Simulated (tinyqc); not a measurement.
Inside a calculation (part 2 of 2). Method: UKS/LDA (VWN5) in the sto-3g basis, for H2O, spin multiplicity 3. Computed by tinyqc, a small Python program that keeps every step (integrals from PySCF). Command: `OMP_NUM_THREADS=1 python tinyqc.py 20500 20501 out.jsonl` (the two numbers bound the seeds that draw the settings). One thread of a shared host (Intel(R) Xeon(R) Processor @ 2.60GHz), about 2 s of CPU time with the checks.

Geometry (angstrom):
```
atom        x         y        z
O     0.00000   0.00000  0.00000
H     0.00000   0.79100  0.74500
H     0.00000  -0.79100  0.74500
```

## Iteration 2: exchange-correlation on the grid

D(alpha) after iteration 1, order 1O 1s, 1O 2s, 1O 2px, 1O 2py, 1O 2pz, 2H 1s, 3H 1s:
```
[[1.06743, -0.30867, 0.00000, 0.00000, -0.03370, 0.07107, 0.07107],
 [-0.30867, 1.47487, 0.00000, 0.00000, 0.24177, -0.50990, -0.50990],
 [0.00000, 0.00000, 1.00000, 0.00000, 0.00000, 0.00000, 0.00000],
 [0.00000, 0.00000, 0.00000, 0.34920, 0.00000, 0.28634, -0.28634],
 [-0.03370, 0.24177, 0.00000, 0.00000, 1.14067, -0.29669, -0.29669],
 [0.07107, -0.50990, 0.00000, 0.28634, -0.29669, 0.86052, 0.39094],
 [0.07107, -0.50990, 0.00000, -0.28634, -0.29669, 0.39094, 0.86052]]
```

D(beta) after iteration 1, order 1O 1s, 1O 2s, 1O 2px, 1O 2py, 1O 2pz, 2H 1s, 3H 1s:
```
[[1.05668, -0.24310, 0.00000, 0.00000, 0.04911, -0.00122, -0.00122],
 [-0.24310, 1.07488, 0.00000, 0.00000, -0.26337, -0.06895, -0.06895],
 [0.00000, 0.00000, 0.00000, 0.00000, 0.00000, 0.00000, 0.00000],
 [0.00000, 0.00000, 0.00000, 0.38289, 0.00000, 0.28580, -0.28580],
 [0.04911, -0.26337, 0.00000, 0.00000, 0.50274, 0.26019, 0.26019],
 [-0.00122, -0.06895, 0.00000, 0.28580, 0.26019, 0.35294, -0.07371],
 [-0.00122, -0.06895, 0.00000, -0.28580, 0.26019, -0.07371, 0.35294]]
```

Becke grid with 30 radial and 26 angular points per atom, points of zero weight dropped. rho = sum D_ij phi_i phi_j; V_xc,ij = sum w v_xc phi_i phi_j; v_xc is d(rho eps)/d rho(s) for spin s.

The 12 grid points with the largest w rho, of 2314 (bohr, atomic units):
```
x               y         z        w  rho(alpha)  rho(beta)    eps_xc  v_xc(alpha)
0.00000   0.00000  -0.99660  0.11898     0.28107    0.22900  -0.65730     -0.88263
0.00000   0.00000  -1.21148  0.20204     0.16160    0.12950  -0.55213     -0.74097
0.00000   0.00000   0.99660  0.11388     0.30456    0.16886  -0.64987     -0.89730
0.00000   0.00000  -0.81018  0.06798     0.41703    0.34202  -0.74426     -1.00020
0.00000   0.00000   1.21148  0.17592     0.16447    0.11137  -0.54514     -0.74160
0.00000   0.00000   0.81018  0.06718     0.47641    0.22981  -0.74166     -1.03225
0.00000   0.00000  -1.45773  0.33445     0.07565    0.06019  -0.43620     -0.58396
0.99660   0.00000   0.00000  0.11895     0.28948    0.07264  -0.62527     -0.87126
-0.99660  0.00000   0.00000  0.11895     0.28948    0.07264  -0.62527     -0.87126
0.70470   0.00000  -0.70470  0.09519     0.27973    0.16030  -0.63429     -0.87397
-0.70470  0.00000  -0.70470  0.09519     0.27973    0.16030  -0.63429     -0.87397
1.21148   0.00000   0.00000  0.20188     0.16448    0.03989  -0.52344     -0.72663
```

electrons on the grid, sum of w rho = 10.01958

E_xc = sum of w rho eps_xc = -8.6727455 hartree

V_xc(alpha) (hartree), order 1O 1s, 1O 2s, 1O 2px, 1O 2py, 1O 2pz, 2H 1s, 3H 1s:
```
[[-2.92946, -0.42180, 0.00000, 0.00000, -0.00189, -0.07202, -0.07202],
 [-0.42180, -0.81448, 0.00000, 0.00000, -0.02035, -0.26195, -0.26195],
 [0.00000, 0.00000, -0.81110, 0.00000, 0.00000, 0.00000, 0.00000],
 [0.00000, 0.00000, 0.00000, -0.78753, 0.00000, -0.15248, 0.15248],
 [-0.00189, -0.02035, 0.00000, 0.00000, -0.83014, -0.15456, -0.15456],
 [-0.07202, -0.26195, 0.00000, -0.15248, -0.15456, -0.52006, -0.11677],
 [-0.07202, -0.26195, 0.00000, 0.15248, -0.15456, -0.11677, -0.52006]]
```

V_xc(beta) (hartree), order 1O 1s, 1O 2s, 1O 2px, 1O 2py, 1O 2pz, 2H 1s, 3H 1s:
```
[[-2.89783, -0.40096, 0.00000, 0.00000, 0.00295, -0.06848, -0.06848],
 [-0.40096, -0.72093, 0.00000, 0.00000, 0.00136, -0.23555, -0.23555],
 [0.00000, 0.00000, -0.67072, 0.00000, 0.00000, 0.00000, 0.00000],
 [0.00000, 0.00000, 0.00000, -0.73160, 0.00000, -0.14143, 0.14143],
 [0.00295, 0.00136, 0.00000, 0.00000, -0.74513, -0.13767, -0.13767],
 [-0.06848, -0.23555, 0.00000, -0.14143, -0.13767, -0.46768, -0.10568],
 [-0.06848, -0.23555, 0.00000, 0.14143, -0.13767, -0.10568, -0.46768]]
```

## Iteration 2: building the Kohn-Sham matrix

core Hamiltonian H = T + V (hartree), order 1O 1s, 1O 2s, 1O 2px, 1O 2py, 1O 2pz, 2H 1s, 3H 1s:
```
[[-32.58926, -7.58164, 0.00000, 0.00000, -0.01652, -1.28083, -1.28083],
 [-7.58164, -9.21226, 0.00000, 0.00000, -0.20136, -2.98636, -2.98636],
 [0.00000, 0.00000, -7.35659, 0.00000, 0.00000, 0.00000, 0.00000],
 [0.00000, 0.00000, 0.00000, -7.45484, 0.00000, -1.57795, 1.57795],
 [-0.01652, -0.20136, 0.00000, 0.00000, -7.44374, -1.54847, -1.54847],
 [-1.28083, -2.98636, 0.00000, -1.57795, -1.54847, -4.61099, -1.32190],
 [-1.28083, -2.98636, 0.00000, 1.57795, -1.54847, -1.32190, -4.61099]]
```

nuclear repulsion = 8.1265220 hartree

Given earlier and not repeated: Two-electron integrals (ij|kl) in chemists' order.

J_ij = sum D_kl (ij|kl) with D = D(alpha) + D(beta); F = H + J + V_xc; E = tr D H + tr D J / 2 + E_xc + E_nn.

Coulomb J (hartree), order 1O 1s, 1O 2s, 1O 2px, 1O 2py, 1O 2pz, 2H 1s, 3H 1s:
```
[[16.86640, 3.15785, 0.00000, 0.00000, 0.01219, 0.53256, 0.53256],
 [3.15785, 7.85472, 0.00000, 0.00000, 0.15743, 2.59438, 2.59438],
 [0.00000, 0.00000, 7.78496, 0.00000, 0.00000, 0.00000, 0.00000],
 [0.00000, 0.00000, 0.00000, 7.85197, 0.00000, 1.52022, -1.52022],
 [0.01219, 0.15743, 0.00000, 0.00000, 7.90318, 1.48930, 1.48930],
 [0.53256, 2.59438, 0.00000, 1.52022, 1.48930, 4.83935, 1.20438],
 [0.53256, 2.59438, 0.00000, -1.52022, 1.48930, 1.20438, 4.83935]]
```

F(alpha) (hartree), order 1O 1s, 1O 2s, 1O 2px, 1O 2py, 1O 2pz, 2H 1s, 3H 1s:
```
[[-18.65231, -4.84558, 0.00000, 0.00000, -0.00621, -0.82029, -0.82029],
 [-4.84558, -2.17202, 0.00000, 0.00000, -0.06428, -0.65393, -0.65393],
 [0.00000, 0.00000, -0.38272, 0.00000, 0.00000, 0.00000, 0.00000],
 [0.00000, 0.00000, 0.00000, -0.39040, 0.00000, -0.21021, 0.21021],
 [-0.00621, -0.06428, 0.00000, 0.00000, -0.37070, -0.21373, -0.21373],
 [-0.82029, -0.65393, 0.00000, -0.21021, -0.21373, -0.29170, -0.23429],
 [-0.82029, -0.65393, 0.00000, 0.21021, -0.21373, -0.23429, -0.29170]]
```

F(beta) (hartree), order 1O 1s, 1O 2s, 1O 2px, 1O 2py, 1O 2pz, 2H 1s, 3H 1s:
```
[[-18.62068, -4.82475, 0.00000, 0.00000, -0.00138, -0.81675, -0.81675],
 [-4.82475, -2.07847, 0.00000, 0.00000, -0.04258, -0.62753, -0.62753],
 [0.00000, 0.00000, -0.24234, 0.00000, 0.00000, 0.00000, 0.00000],
 [0.00000, 0.00000, 0.00000, -0.33447, 0.00000, -0.19917, 0.19917],
 [-0.00138, -0.04258, 0.00000, 0.00000, -0.28570, -0.19684, -0.19684],
 [-0.81675, -0.62753, 0.00000, -0.19917, -0.19684, -0.23933, -0.22320],
 [-0.81675, -0.62753, 0.00000, 0.19917, -0.19684, -0.22320, -0.23933]]
```

total energy of this density = -74.3903049 hartree

## Iteration 2: DIIS over 2 matrices

error matrix X^T (FDS - SDF) X (alpha):
```
[[0.00000, 0.00000, 0.00000, 0.00000, 0.00000, 0.00000, 0.00000],
 [0.00000, 0.00000, 0.00000, 0.00000, 0.00000, 0.00000, 0.00000],
 [0.00000, 0.00000, 0.00000, 0.00000, 0.00000, 0.00000, 0.00000],
 [0.00000, 0.00000, 0.00000, 0.00000, 0.00000, -0.12471, 0.12471],
 [0.00000, 0.00000, 0.00000, 0.00000, 0.00000, 0.00000, 0.00000],
 [0.00000, 0.00000, 0.00000, 0.12471, 0.00000, 0.00000, 0.00000],
 [0.00000, 0.00000, 0.00000, -0.12471, 0.00000, 0.00000, 0.00000]]
```

B (overlaps of the stored error matrices):
```
[[3.5196902e-01, -7.6846545e-02],
 [-7.6846545e-02, 1.3329205e-01]]
```

Minimise |sum c_i e_i|^2 with sum c_i = 1: solve [B -1; -1 0][c; lambda] = [0; -1] with B_ij = tr e_i^T e_j summed over both spins, and take F = sum c_i F_i.

DIIS coefficients: [0.32888, 0.67112]

extrapolated F(alpha) (hartree), order 1O 1s, 1O 2s, 1O 2px, 1O 2py, 1O 2pz, 2H 1s, 3H 1s:
```
[[-18.51482, -4.81383, 0.00000, 0.00000, -0.01092, -0.81515, -0.81515],
 [-4.81383, -2.09189, 0.00000, 0.00000, -0.09500, -0.64075, -0.64075],
 [0.00000, 0.00000, -0.30685, 0.00000, 0.00000, 0.00000, 0.00000],
 [0.00000, 0.00000, 0.00000, -0.30618, 0.00000, -0.20436, 0.20436],
 [-0.01092, -0.09500, 0.00000, 0.00000, -0.29039, -0.21808, -0.21808],
 [-0.81515, -0.64075, 0.00000, -0.20436, -0.21808, -0.30930, -0.23495],
 [-0.81515, -0.64075, 0.00000, 0.20436, -0.21808, -0.23495, -0.30930]]
```

extrapolated F(beta) (hartree), order 1O 1s, 1O 2s, 1O 2px, 1O 2py, 1O 2pz, 2H 1s, 3H 1s:
```
[[-18.48601, -4.79437, 0.00000, 0.00000, -0.00762, -0.81189, -0.81189],
 [-4.79437, -2.00313, 0.00000, 0.00000, -0.07970, -0.61458, -0.61458],
 [0.00000, 0.00000, -0.16990, 0.00000, 0.00000, 0.00000, 0.00000],
 [0.00000, 0.00000, 0.00000, -0.24855, 0.00000, -0.19195, 0.19195],
 [-0.00762, -0.07970, 0.00000, 0.00000, -0.21806, -0.20202, -0.20202],
 [-0.81189, -0.61458, 0.00000, -0.19195, -0.20202, -0.24556, -0.22325],
 [-0.81189, -0.61458, 0.00000, 0.19195, -0.20202, -0.22325, -0.24556]]
```

## Iteration 2: diagonalisation and new density

X, order 1O 1s, 1O 2s, 1O 2px, 1O 2py, 1O 2pz, 2H 1s, 3H 1s:
```
[[1.02365, -0.13707, 0.00000, 0.00000, -0.00842, 0.01888, 0.01888],
 [-0.13707, 1.16151, 0.00000, 0.00000, 0.08211, -0.22386, -0.22386],
 [0.00000, 0.00000, 1.00000, 0.00000, 0.00000, 0.00000, 0.00000],
 [0.00000, 0.00000, 0.00000, 1.06689, 0.00000, -0.17048, 0.17048],
 [-0.00842, 0.08211, 0.00000, 0.00000, 1.04830, -0.13217, -0.13217],
 [0.01888, -0.22386, 0.00000, -0.17048, -0.13217, 1.13877, -0.08256],
 [0.01888, -0.22386, 0.00000, 0.17048, -0.13217, -0.08256, 1.13877]]
```

Diagonalise F' = X^T F X, C = X C', fill 6 alpha and 4 beta electrons from the bottom; D(s) = C_occ C_occ^T. Each column has its largest component positive (the first on a tie).

F' = X^T F X (alpha) (hartree):
```
[[-18.14595, -2.56831, 0.00000, 0.00000, -0.03317, -0.09882, -0.09882],
 [-2.56831, -1.12921, 0.00000, 0.00000, 0.00322, -0.27069, -0.27069],
 [0.00000, 0.00000, -0.30685, 0.00000, 0.00000, 0.00000, 0.00000],
 [0.00000, 0.00000, 0.00000, -0.20415, 0.00000, -0.20699, 0.20699],
 [-0.03317, 0.00322, 0.00000, 0.00000, -0.21801, -0.16708, -0.16708],
 [-0.09882, -0.27069, 0.00000, -0.20699, -0.16708, -0.03283, -0.07434],
 [-0.09882, -0.27069, 0.00000, 0.20699, -0.16708, -0.07434, -0.03283]]
```

orbital energies (alpha) (hartree): [-18.52724, -0.92160, -0.39878, -0.32919, -0.30685, 0.17769, 0.23613]

coefficients C (alpha), order 1O 1s, 1O 2s, 1O 2px, 1O 2py, 1O 2pz, 2H 1s, 3H 1s:
```
[[0.99280, -0.24908, 0.00000, 0.08881, 0.00000, 0.10885, 0.00000],
 [0.03110, 0.91809, 0.00000, -0.42861, 0.00000, -0.66881, 0.00000],
 [0.00000, 0.00000, 0.00000, 0.00000, 1.00000, 0.00000, 0.00000],
 [0.00000, 0.00000, 0.75496, 0.00000, 0.00000, 0.00000, -0.79147],
 [0.00369, 0.13373, 0.00000, 0.80245, 0.00000, -0.69199, 0.00000],
 [-0.00642, 0.10366, 0.33619, 0.25308, 0.00000, 0.74222, 0.81355],
 [-0.00642, 0.10366, -0.33619, 0.25308, 0.00000, 0.74222, -0.81355]]
```

F' = X^T F X (beta) (hartree):
```
[[-18.11954, -2.56234, 0.00000, 0.00000, -0.03162, -0.09932, -0.09932],
 [-2.56234, -1.03222, 0.00000, 0.00000, 0.02351, -0.27745, -0.27745],
 [0.00000, 0.00000, -0.16990, 0.00000, 0.00000, 0.00000, 0.00000],
 [0.00000, 0.00000, 0.00000, -0.14456, 0.00000, -0.21143, 0.21143],
 [-0.03162, 0.02351, 0.00000, 0.00000, -0.14276, -0.17078, -0.17078],
 [-0.09932, -0.27745, 0.00000, -0.21143, -0.17078, 0.03429, -0.07785],
 [-0.09932, -0.27745, 0.00000, 0.21143, -0.17078, -0.07785, 0.03429]]
```

orbital energies (beta) (hartree): [-18.49764, -0.83746, -0.34160, -0.26598, -0.16990, 0.26298, 0.30918]

coefficients C (beta), order 1O 1s, 1O 2s, 1O 2px, 1O 2py, 1O 2pz, 2H 1s, 3H 1s:
```
[[0.99306, -0.24631, 0.00000, 0.08821, 0.00000, 0.11322, 0.00000],
 [0.03002, 0.90546, 0.00000, -0.42839, 0.00000, -0.68599, 0.00000],
 [0.00000, 0.00000, 0.00000, 0.00000, 1.00000, 0.00000, 0.00000],
 [0.00000, 0.00000, 0.75820, 0.00000, 0.00000, 0.00000, -0.78837],
 [0.00335, 0.11481, 0.00000, 0.79879, 0.00000, -0.69958, 0.00000],
 [-0.00613, 0.11851, 0.33285, 0.25813, 0.00000, 0.73825, 0.81493],
 [-0.00613, 0.11851, -0.33285, 0.25813, 0.00000, 0.73825, -0.81493]]
```

D(alpha) after iteration 2, order 1O 1s, 1O 2s, 1O 2px, 1O 2py, 1O 2pz, 2H 1s, 3H 1s:
```
[[1.06743, -0.30867, 0.00000, 0.00000, -0.03370, 0.07107, 0.07107],
 [-0.30867, 1.47487, 0.00000, 0.00000, 0.24177, -0.50990, -0.50990],
 [0.00000, 0.00000, 1.00000, 0.00000, 0.00000, 0.00000, 0.00000],
 [0.00000, 0.00000, 0.00000, 0.56996, 0.00000, 0.25381, -0.25381],
 [-0.03370, 0.24177, 0.00000, 0.00000, 1.14067, -0.29669, -0.29669],
 [0.07107, -0.50990, 0.00000, 0.25381, -0.29669, 0.73876, 0.51271],
 [0.07107, -0.50990, 0.00000, -0.25381, -0.29669, 0.51271, 0.73876]]
```

D(beta) after iteration 2, order 1O 1s, 1O 2s, 1O 2px, 1O 2py, 1O 2pz, 2H 1s, 3H 1s:
```
[[1.05461, -0.23100, 0.00000, 0.00000, 0.04551, -0.01251, -0.01251],
 [-0.23100, 1.00428, 0.00000, 0.00000, -0.23814, -0.00346, -0.00346],
 [0.00000, 0.00000, 0.00000, 0.00000, 0.00000, 0.00000, 0.00000],
 [0.00000, 0.00000, 0.00000, 0.57486, 0.00000, 0.25236, -0.25236],
 [0.04551, -0.23814, 0.00000, 0.00000, 0.65126, 0.21978, 0.21978],
 [-0.01251, -0.00346, 0.00000, 0.25236, 0.21978, 0.19150, -0.03007],
 [-0.01251, -0.00346, 0.00000, -0.25236, 0.21978, -0.03007, 0.19150]]
```

## Iteration 7 (converged): orbitals

converged F(alpha) (hartree), order 1O 1s, 1O 2s, 1O 2px, 1O 2py, 1O 2pz, 2H 1s, 3H 1s:
```
[[-18.41750, -4.79408, 0.00000, 0.00000, -0.00897, -0.81177, -0.81177],
 [-4.79408, -2.04800, 0.00000, 0.00000, -0.09174, -0.63042, -0.63042],
 [0.00000, 0.00000, -0.26008, 0.00000, 0.00000, 0.00000, 0.00000],
 [0.00000, 0.00000, 0.00000, -0.26345, 0.00000, -0.20013, 0.20013],
 [-0.00897, -0.09174, 0.00000, 0.00000, -0.24825, -0.21367, -0.21367],
 [-0.81177, -0.63042, 0.00000, -0.20013, -0.21367, -0.31172, -0.23313],
 [-0.81177, -0.63042, 0.00000, 0.20013, -0.21367, -0.23313, -0.31172]]
```

converged F(beta) (hartree), order 1O 1s, 1O 2s, 1O 2px, 1O 2py, 1O 2pz, 2H 1s, 3H 1s:
```
[[-18.38614, -4.77402, 0.00000, 0.00000, -0.00419, -0.80836, -0.80836],
 [-4.77402, -1.95758, 0.00000, 0.00000, -0.06959, -0.60406, -0.60406],
 [0.00000, 0.00000, -0.12152, 0.00000, 0.00000, 0.00000, 0.00000],
 [0.00000, 0.00000, 0.00000, -0.20776, 0.00000, -0.18841, 0.18841],
 [-0.00419, -0.06959, 0.00000, 0.00000, -0.17065, -0.19655, -0.19655],
 [-0.80836, -0.60406, 0.00000, -0.18841, -0.19655, -0.25272, -0.22144],
 [-0.80836, -0.60406, 0.00000, 0.18841, -0.19655, -0.22144, -0.25272]]
```

As before.

F' = X^T F X (alpha) (hartree):
```
[[-18.04856, -2.56546, 0.00000, 0.00000, -0.03189, -0.09832, -0.09832],
 [-2.56546, -1.08431, 0.00000, 0.00000, 0.00883, -0.26833, -0.26833],
 [0.00000, 0.00000, -0.26008, 0.00000, 0.00000, 0.00000, 0.00000],
 [0.00000, 0.00000, 0.00000, -0.15884, 0.00000, -0.20812, 0.20812],
 [-0.03189, 0.00883, 0.00000, 0.00000, -0.17379, -0.16786, -0.16786],
 [-0.09832, -0.26833, 0.00000, -0.20812, -0.16786, -0.03984, -0.07398],
 [-0.09832, -0.26833, 0.00000, 0.20812, -0.16786, -0.07398, -0.03984]]
```

orbital energies (alpha) (hartree): [-18.43014, -0.88274, -0.37210, -0.29802, -0.26008, 0.19042, 0.24739]

coefficients C (alpha), order 1O 1s, 1O 2s, 1O 2px, 1O 2py, 1O 2pz, 2H 1s, 3H 1s:
```
[[0.99272, -0.24657, 0.00000, 0.09540, 0.00000, 0.10968, 0.00000],
 [0.03141, 0.90244, 0.00000, -0.46229, 0.00000, -0.66766, 0.00000],
 [0.00000, 0.00000, 0.00000, 0.00000, 1.00000, 0.00000, 0.00000],
 [0.00000, 0.00000, 0.72250, 0.00000, 0.00000, 0.00000, 0.82121],
 [0.00360, 0.12865, 0.00000, 0.77435, 0.00000, -0.72422, 0.00000],
 [-0.00647, 0.11886, 0.36865, 0.28003, 0.00000, 0.73017, -0.79937],
 [-0.00647, 0.11886, -0.36865, 0.28003, 0.00000, 0.73017, 0.79937]]
```

F' = X^T F X (beta) (hartree):
```
[[-18.01963, -2.55943, 0.00000, 0.00000, -0.02975, -0.09888, -0.09888],
 [-2.55943, -0.98465, 0.00000, 0.00000, 0.03702, -0.27518, -0.27518],
 [0.00000, 0.00000, -0.12152, 0.00000, 0.00000, 0.00000, 0.00000],
 [0.00000, 0.00000, 0.00000, -0.10123, 0.00000, -0.21215, 0.21215],
 [-0.02975, 0.03702, 0.00000, 0.00000, -0.09236, -0.17206, -0.17206],
 [-0.09888, -0.27518, 0.00000, -0.21215, -0.17206, 0.02152, -0.07666],
 [-0.09888, -0.27518, 0.00000, 0.21215, -0.17206, -0.07666, 0.02152]]
```

orbital energies (beta) (hartree): [-18.39797, -0.79696, -0.31769, -0.23620, -0.12152, 0.27937, 0.31464]

coefficients C (beta), order 1O 1s, 1O 2s, 1O 2px, 1O 2py, 1O 2pz, 2H 1s, 3H 1s:
```
[[0.99298, -0.24349, 0.00000, 0.09461, 0.00000, -0.11479, 0.00000],
 [0.03031, 0.88753, 0.00000, -0.46341, 0.00000, 0.68665, 0.00000],
 [0.00000, 0.00000, 0.00000, 0.00000, 1.00000, 0.00000, 0.00000],
 [0.00000, 0.00000, 0.72416, 0.00000, 0.00000, 0.00000, 0.81974],
 [0.00316, 0.10032, 0.00000, 0.76495, 0.00000, 0.73855, 0.00000],
 [-0.00616, 0.13689, 0.36703, 0.29169, 0.00000, -0.72241, -0.80011],
 [-0.00616, 0.13689, -0.36703, 0.29169, 0.00000, -0.72241, 0.80011]]
```

D(alpha) after iteration 7, order 1O 1s, 1O 2s, 1O 2px, 1O 2py, 1O 2pz, 2H 1s, 3H 1s:
```
[[1.06743, -0.30867, 0.00000, 0.00000, -0.03370, 0.07107, 0.07107],
 [-0.30867, 1.47487, 0.00000, 0.00000, 0.24177, -0.50990, -0.50990],
 [0.00000, 0.00000, 1.00000, 0.00000, 0.00000, 0.00000, 0.00000],
 [0.00000, 0.00000, 0.00000, 0.52200, 0.00000, 0.26635, -0.26635],
 [-0.03370, 0.24177, 0.00000, 0.00000, 1.14067, -0.29669, -0.29669],
 [0.07107, -0.50990, 0.00000, 0.26635, -0.29669, 0.76164, 0.48983],
 [0.07107, -0.50990, 0.00000, -0.26635, -0.29669, 0.48983, 0.76164]]
```

D(beta) after iteration 7, order 1O 1s, 1O 2s, 1O 2px, 1O 2py, 1O 2pz, 2H 1s, 3H 1s:
```
[[1.05425, -0.22985, 0.00000, 0.00000, 0.05108, -0.01185, -0.01185],
 [-0.22985, 1.00338, 0.00000, 0.00000, -0.26536, -0.01386, -0.01386],
 [0.00000, 0.00000, 0.00000, 0.00000, 0.00000, 0.00000, 0.00000],
 [0.00000, 0.00000, 0.00000, 0.52441, 0.00000, 0.26579, -0.26579],
 [0.05108, -0.26536, 0.00000, 0.00000, 0.59522, 0.23684, 0.23684],
 [-0.01185, -0.01386, 0.00000, 0.26579, 0.23684, 0.23857, -0.03085],
 [-0.01185, -0.01386, 0.00000, -0.26579, 0.23684, -0.03085, 0.23857]]
```

## Convergence

Stop when the energy changes by less than 1e-08 hartree and every element of the error matrix X^T (F D S - S D F) X (for each spin) is below 3e-05.

Course of the cycle:
```
iteration  E (hartree)     change  largest element of the error matrix
1          -74.1866666          -                             1.37e-01
2          -74.3903049  -2.04e-01                             1.25e-01
3          -74.4366926  -4.64e-02                             3.96e-02
4          -74.4441454  -7.45e-03                             2.11e-03
5          -74.4441564  -1.10e-05                             1.81e-04
6          -74.4441566  -1.49e-07                             5.93e-06
7          -74.4441566  -1.28e-10                             1.38e-08
```

PySCF UKS in the same basis, fine grid, after a stability check = -74.4399989 hartree

Converged in 7 iterations. The coarse grid moves the energy by -4.16e-03 hartree.

## Populations, bond orders and dipole

overlap S, order 1O 1s, 1O 2s, 1O 2px, 1O 2py, 1O 2pz, 2H 1s, 3H 1s:
```
[[1.00000, 0.23670, 0.00000, 0.00000, 0.00000, 0.03965, 0.03965],
 [0.23670, 1.00000, 0.00000, 0.00000, 0.00000, 0.39400, 0.39400],
 [0.00000, 0.00000, 1.00000, 0.00000, 0.00000, 0.00000, 0.00000],
 [0.00000, 0.00000, 0.00000, 1.00000, 0.00000, 0.25171, -0.25171],
 [0.00000, 0.00000, 0.00000, 0.00000, 1.00000, 0.23707, 0.23707],
 [0.03965, 0.39400, 0.00000, 0.25171, 0.23707, 1.00000, 0.22803],
 [0.03965, 0.39400, 0.00000, -0.25171, 0.23707, 0.22803, 1.00000]]
```

Mulliken: Z minus the diagonal of D S on the atom; Loewdin: the same with S^(1/2) D S^(1/2); Mayer order: 2 sum_s sum (D(s) S)_ij (D(s) S)_ji over the two atoms.

Charges (e):
```
atom  Mulliken   Loewdin  Mulliken spin
1O     0.04122   0.09501        1.35340
2H    -0.02061  -0.04750        0.32330
3H    -0.02061  -0.04750        0.32330
```

Mayer bond orders:
```
pair    order
2-1   0.67973
3-1   0.67973
3-2   0.21532
```

dipole moment about the origin, x y z (debye): [0.00000, 0.00000, -0.03154]

<S^2> of the determinant (pure state: 2) = 2.00000
